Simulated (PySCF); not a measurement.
Geometries of 4 isomers of C3H3ClO, from PySCF 2.14.0, PBE0-D3(BJ)/def2-SVP geometry optimisation, gas phase. One conformer each, no zero-point energy, no frequencies.

Question: Which is lowest in electronic energy at this level?
A.
```xyz
8
angstrom
C     -1.111   -0.444   -0.403
C     -0.280    0.288    0.343
Cl    -0.818    1.392    1.561
C      1.203    0.210    0.180
O      1.738   -0.504   -0.624
H     -0.670   -1.112   -1.147
H     -2.194   -0.393   -0.290
H      1.778    0.874    0.871
```
B.
```xyz
8
angstrom
C     -0.258    0.591   -0.482
C      0.924    0.903    0.056
C      2.148    0.848   -0.771
O      2.222    0.571   -1.922
Cl     3.609    1.256    0.172
H     -0.325    0.296   -1.533
H     -1.176    0.621    0.108
H      1.037    1.200    1.101
```
C.
```xyz
8
angstrom
O     -2.185   -0.876    0.272
C     -1.252   -0.111    0.239
C      0.105   -0.526   -0.145
C      1.181    0.272   -0.196
Cl     1.185    1.948    0.179
H     -1.370    0.967    0.503
H      0.230   -1.581   -0.406
H      2.166   -0.100   -0.489
```
D.
```xyz
8
angstrom
O      2.498   -0.811    0.135
C      1.520   -0.204    0.007
C      0.409    0.490   -0.166
C     -0.925   -0.144   -0.317
Cl    -1.897   -0.133    1.212
H      0.507    1.577   -0.104
H     -1.531    0.395   -1.056
H     -0.850   -1.193   -0.627
```

Answer: B. That is `O=C(C=C)Cl`, 10.3 kcal/mol below the next.

```tsv
SMILES	atoms numbered as above	E (Eh)	relative (kcal/mol)	relative (kJ/mol)	dipole (D)
C=CC(=O)Cl	[CH2:1]=[CH:2][C:3](=[O:4])[Cl:5]	-650.87622	0.0	0.0	3.04
O=C=CCCl	[O:1]=[C:2]=[CH:3][CH2:4][Cl:5]	-650.85977	10.3	43.2	1.78
O=C/C=C\Cl	[O:1]=[CH:2]/[CH:3]=[CH:4]\[Cl:5]	-650.85809	11.4	47.6	2.81
C=C(Cl)C=O	[CH2:1]=[C:2]([Cl:3])[CH:4]=[O:5]	-650.85736	11.8	49.5	1.45
```
